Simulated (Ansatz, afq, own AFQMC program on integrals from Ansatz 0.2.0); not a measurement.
# CH3Ge, doublet in cc-pVDZ along one coordinate

```xyz
5

Ge    0.0000    0.0092    0.2522
C     0.0000   -0.0927   -1.4952
H     0.0000    1.3363    1.0110
H     0.0000   -1.2530    1.1023
H     0.0000    0.3560   -2.4747
```

The Ge1–C2 distance is changed with both sides rigid. Energies in mEh count from this geometry (1.750 Å) at the same level; the start stands on ROHF, each point on the determinant named.

Basis cc-pVDZ. Only valence electrons are correlated. AFQMC by an in-house program on the Cholesky factors that Ansatz 0.2.0 writes for its CCSD(T) run. The CISD trial takes its coefficients from CCSD amplitudes. Released means that phaseless walkers are propagated on without the constraint, phases kept. Uncertainties: one standard error, sampling alone. No spin–orbit coupling.

Cautions, each for one point or more: a spin-contaminated unrestricted determinant lies lower; cluster runs in doubt by the program's own checks; higher spins were not checked; inner d shell frozen; no relativity below Rb; no spin-orbit coupling; strong correlation; the search met a lower determinant of the same kind, perhaps of another symmetry.

```csv
r(Ge1–C2) / Å,det.,T1,weight,CCSD(T),ph-AFQMC/CISD,released AFQMC,B2PLYP,r2SCAN
1.560,ROHF,0.025,0.87,41.1,40.6 ± 0.8,41.0 ± 0.8*,33.5,32.6
2.461,ROHF¶,0.123,0.59,92.1,95.1 ± 0.9,–,99.5§,95.0§
3.199,ROHF†,0.016,0.85,154.6,156.0 ± 0.7,154.3 ± 1.1*,156.2§,163.3§
```

Weight is that of the determinant in the CISD state; at the start T1 is 0.029 and the weight 0.85. ¶ marks points with a poor determinant and no full CI, where no value is sure; they don't count among the departures. An asterisk marks released energies that aren't shown to be converged. A dagger marks points whose determinant fills other symmetries than the start's, so the wave-function levels may follow another state there, or a degenerate partner. A dash marks a missing value, a released energy that hasn't settled or a functional that sits on another state. § marks a functional whose ⟨S²⟩ is too high by over 0.1 (B2PLYP at the start too). Largest departures from phaseless AFQMC with a CISD trial: CCSD(T) -1.4 mEh at 3.199 (on ROHF). The walk's constraint bias lies outside its error bars, so these are departures and not errors. The functionals aren't scored here. In this small basis the wave-function levels are far from their limit, so their gap to the functionals isn't the functionals' error.

Some points may be missing: those where a free walk finds a much lower state, and past Zn most of those on another determinant than at the start.

A walk keeps the symmetry of its determinant, which the program's search chose and which needn't be the lowest solution, so a lower state of the same spin and another symmetry isn't excluded.
